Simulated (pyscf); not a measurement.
PySCF, gas phase, ωB97X-D3(BJ)/def2-SVP geometries. Correlated levels are frozen-core, on RHF or UHF. ΔMP2 is the change of the MP2 total energy from the triple- to the quadruple-zeta basis.

SMILES: [Cl][Al]([NH2])[Cl]
```xyz
6

N      1.3200    -0.0854    -0.6013
Al     0.4843    -0.4202     0.9033
Cl     1.5561    -0.5889     2.6871
Cl    -1.5902    -0.6538     0.9265
H      2.3228     0.0399    -0.6893
H      0.8671     0.0107    -1.5039
```

Question: What is the homolytic dissociation enthalpy (298 K, CCSD(T)/def2-TZVPP + ΔMP2(QZVPP)) of the Al–N bond of H₂N–Al(Cl)–Cl, to NH₂• + [Cl–Al–Cl]•?

Answer: Al–N to NH₂• + [Cl–Al–Cl]•: 450.6 kJ/mol. The radicals are drawn with the spin at the cut bond; how far it spreads was not checked. The CCSD(T) − MP2 part came from Ansatz, without density fitting, on the same reference.
